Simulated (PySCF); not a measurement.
## How methods differ on the ionisation energy of Si

Si [Ne] 3s2 3p2 (3P) → Si⁺ [Ne] 3s2 3p1 (2P), as a difference of total energies. All numbers are calculated (PySCF 2.14, scalar relativity by spin-free X2C-1e, in aug-cc-pCVQZ-DK). Correlated levels: valence: [Ne] frozen; valence and next inner shell: 1s2 frozen; nothing frozen. The calculations carry no spin-orbit coupling.

```
                                method  ionisation energy (eV)  error (eV)
                                   UHF                   7.625      -0.532
                                   LDA                   8.223      +0.066
                                   PBE                   8.188      +0.031
                                  PBE0                   8.209      +0.052
                                r2SCAN                   8.310      +0.153
                                   M06                   7.934      -0.223
                                  TPSS                   8.205      +0.048
                               r2SCAN0                   8.286      +0.129
                         MP2 (valence)                   8.067      -0.090
                     SCS-MP2 (valence)                   7.979      -0.178
    MP2 (valence and next inner shell)                   8.071      -0.086
SCS-MP2 (valence and next inner shell)                   7.984      -0.173
                   MP2 (all electrons)                   8.073      -0.084
               SCS-MP2 (all electrons)                   7.985      -0.172
```

Reference: 8.157 eV (measured; NIST levels, between the centres of gravity of the two terms).
